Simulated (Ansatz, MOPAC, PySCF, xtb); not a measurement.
Dissociation curve of NH, triplet. Each curve is given relative to its own lowest point near equilibrium.

| R / Å | A | B | C | D |
|---|---|---|---|---|
| 0.83 | 33.2 | 34.5 | 30.0 | 10.1 |
| 0.88 | 17.4 | 18.2 | 14.8 | 4.7 |
| 0.93 | 7.6 | 8.1 | 5.8 | 1.5 |
| 0.99 | 1.6 | 1.8 | 0.9 | 0.0 |
| 1.00 | 1.0 | 1.2 | 0.5 | 0.0 |
| 1.04 | 0.0 | 0.0 | 0.0 | 0.5 |
| 1.08 | 0.4 | 0.2 | 0.8 | 1.9 |
| 1.09 | 0.6 | 0.5 | 1.2 | 2.4 |
| 1.16 | 4.1 | 3.7 | 5.3 | 7.0 |
| 1.19 | 6.2 | 5.7 | 7.7 | 9.5 |
| 1.28 | 14.0 | 13.1 | 16.6 | 18.8 |
| 1.40 | 26.0 | 24.4 | 30.7 | 33.4 |
| 1.55 | 41.2 | 38.0 | 48.9 | 51.6 |
| 1.71 | 55.2 | 50.3 | 67.0 | 65.9 |
| 1.89 | 66.4 | 60.3 | 85.0 | 75.0 |
| 2.09 | 73.9 | 67.2 | 101.5 | 79.8 |
| 2.27 | 77.9 | 70.6 | 113.4 | 81.7 |
| 2.56 | 81.2 | 73.3 | 127.2 | 82.9 |
| 2.84 | 82.8 | 74.3 | — | 83.4 |
| 3.13 | 83.5 | 74.7 | — | 83.6 |
| 3.62 | 84.1 | 75.0 | — | 83.6 |
| 4.14 | 84.2 | 75.0 | — | 83.7 |

Energies in kcal/mol.

Question: Assign the columns to these levels of theory: Ansatz (a first-principles code) with full CI/aug-cc-pVDZ, frozen core; GFN1-xTB run with xtb; MOPAC with PM6, unrestricted, heats of formation; PySCF 2.14.0 with unrestricted B3LYP/6-31G*, spherical d.

Answer: A is UKS-B3LYP/6-31G*; B is FCI; C is GFN1-xTB; D is PM6.

A dash means that the run gave no value there, or that the column was ended at a point which the program doubted or which failed a test of continuity chosen for this set; such a test can also cut sound points.

The unrestricted determinant behind UKS-B3LYP/6-31G* is spin-contaminated at 1.71 to 4.14 Å (<S²> up to 3.0, against 2.00 for a pure triplet).
